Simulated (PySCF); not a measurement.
Input of a run (PBE0-D3(BJ)/def2-SVP geometry optimisation, gas phase (PySCF 2.14.0)), started from a GFN2-xTB structure with every atom displaced at random (by about 0.01 Å):
```
{"job": {"xc": "PBE0", "basis": "def2-SVP", "d3": "d3bj", "grid": 1, "shake": 0.01, "kind": "geom"}, "charge": 0, "multiplicity": 1}
B      1.523220     0.249460    -0.176670
P      0.088430    -0.402540     0.805250
P     -1.660450    -0.174150    -0.468140
H      1.438540     1.336910    -0.669950
H      2.523660    -0.292600    -0.192420
H      0.254070    -1.762610     0.658030
H     -1.570660     1.219780    -0.440360
H     -2.541670    -0.193390     0.587280
```

Output (energies in Eh, forces in Eh/bohr):
```
step   0  E = -709.99780861  max force = 0.032297
step   1  E = -710.00417506  max force = 0.006196
step   2  E = -710.00456985  max force = 0.001757
step   3  E = -710.00469787  max force = 0.001461
step   4  E = -710.00485740  max force = 0.002568
step   5  E = -710.00512857  max force = 0.001968
step   6  E = -710.00525305  max force = 0.001267
step   7  E = -710.00532167  max force = 0.001366
step   8  E = -710.00534990  max force = 0.001189
step   9  E = -710.00537364  max force = 0.000670
step  10  E = -710.00538400  max force = 0.000315
optimisation converged
```

**Question.** Summarise the run.

**Answer.** The energy falls by 0.206 eV over 11 energy and gradient evaluations, the largest force component goes from 0.0323 to 3.2e-04 Eh/bohr, and the atoms move by 0.368 Å rms after alignment. The bond that changes most is B1–H5 (three-coordinate boron to B–H hydrogen), which lengthens by 0.069 Å. Bonds longer at the end by more than 0.005 Å: 6 of 7; shorter: 1. Among the angles that change most is B1–P2–P3, from 105.9° to 111.3°. Among the dihedrals that turn most is B1–P2–P3–H7, from -65° to -21°. The energy never rose by more than 1e-6 Eh on the way. The first step brought 84 % of the lowering.

**Question.** What are the final bond lengths?

**Answer.** B1–P2 1.847 Å, P2–P3 2.205 Å, B1–H4 1.207 Å, B1–H5 1.207 Å, P2–H6 1.418 Å, P3–H7 1.426 Å, P3–H8 1.428 Å. Numbering counts from 1 in the input's order; the species is `BPP` (BH5P2).

The run used 75 basis functions and 70 SCF cycles in all. Hardware: one thread of an Arm Neoverse V1, on a shared host. Cost: 19 s, 0.32 GiB resident at most.

No PBE0-D3(BJ)/def2-SVP frequencies stand behind this structure, so it isn't proved a minimum. One conformer, not necessarily the lowest.
